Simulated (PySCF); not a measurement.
Numbering as in the mapped SMILES `[CH3:1][O:2][CH:3]([F:4])[F:5]` (H(Xn): hydrogen on atom n).

[PySCF 2.14.0 with density-fitted response routines: shielding tensors at PBE0/pcSseg-1 (GIAO); GFN2-xTB geometry; no relativistic terms; no solvent model; fast rotation and ring inversion assumed for equivalent nuclei; single conformer]

Shifts are taken against calculated references (same method and geometry level): ¹³C (σref 186.93), ¹H (σref 31.72) against TMS; ¹⁷O (σref 336.08) vs H2O; ¹⁹F (σref 170.95) vs CFCl3.

```
atoms  nucleus  count  δ (ppm)
   C1      ¹³C      1     56.1
H(C1)       ¹H      3        ?
F4/F5      ¹⁹F      2   -101.9
   C3      ¹³C      1    126.4
   O2      ¹⁷O      1     89.6
H(C3)       ¹H      1        ?
```

Estimate the values marked ?.

Results:


- H(C3): 6.19 ppm, hydrogen on an sp3 CH bonded to 2 F and O; its carbon carries F and O, which withdraws density
- H(C1): 3.75 ppm, hydrogen on a methyl carbon bonded to O; its carbon carries O, an electronegative neighbour

Shifts are as computed. Against solution values, carbons near 30 ppm lie about +3 ppm off and those near 130 ppm about +5 ppm. Of 1211 compounds with measured shifts, 218 miss one by over three times the rms of a fit or turn the order of signals round; such compounds aren't used in these exercises. Unscaled 19F shifts against computed CFCl3 carry errors that often reach 10 to 50 ppm. Experimental scales use liquid or dissolved standards, which lie at an offset from isolated H2O (liquid H2O: subtract about 36 ppm).
